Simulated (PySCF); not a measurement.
SiB: frontier orbitals

PBE0 at R = 1.910 Å; basis Si def2-TZVP, B def2-TZVP; no relativity; PySCF 2.14. State: ⁴Σ⁻ (quartet), unpaired electrons σ ↑, π ↑↑. Only the outer orbitals are listed, counted within each symmetry.

```csv
spin,orbital,occ.,ε (eV),on Si (%),main shells (%)
α,5σ,1,-15.45,60,"53 Si s, 34 B s"
α,6σ,1,-10.01,49,"42 B s, 34 Si s, 14 Si p"
α,2π,1,-6.84,56,"54 Si p, 43 B p"
α,2π,1,-6.84,56,"54 Si p, 43 B p"
α,7σ,1,-6.73,43,"44 B p, 38 Si p, 12 B s"
α,3π,0,-1.68,51,"48 B p, 46 Si p"
α,3π,0,-1.68,51,"48 B p, 46 Si p"
α,8σ,0,1.61,82,"68 Si p, 9 B s, 9 B p"
β,5σ,1,-13.27,64,"59 Si s, 28 B s"
β,6σ,1,-8.04,68,"34 Si p, 33 Si s, 31 B s"
β,2π,0,-3.27,64,"63 Si p, 35 B p"
β,2π,0,-3.27,64,"63 Si p, 35 B p"
β,7σ,0,-2.51,20,"45 B s, 35 B p, 23 Si p"
```

Q: Which are the highest filled and the lowest empty level, where do they sit, and how wide is the gap?

A: Highest filled α 7σ at -6.73 eV (in %: 44 B p, 38 Si p, 12 B s); lowest empty β 2π at -3.27 eV (in %: 63 Si p, 35 B p); the gap at PBE0 is 3.46 eV.

```json
{
 "bond order (Mayer)": "1.98",
 "⟨S²⟩": "3.753",
 "charge on Si (Mulliken, basis-dependent)": "0.02",
 "charge on Si (Löwdin, basis-dependent)": "0.34",
 "dipole moment (positive dipole means Si(−)B(+))": "-0.48 D",
 "polarisability along the bond": "76.5 bohr³",
 "polarisability across the bond": "37.2 bohr³"
}
```

The state is the lowest determinant that a PBE0 search found; another state may lie lower at other levels.
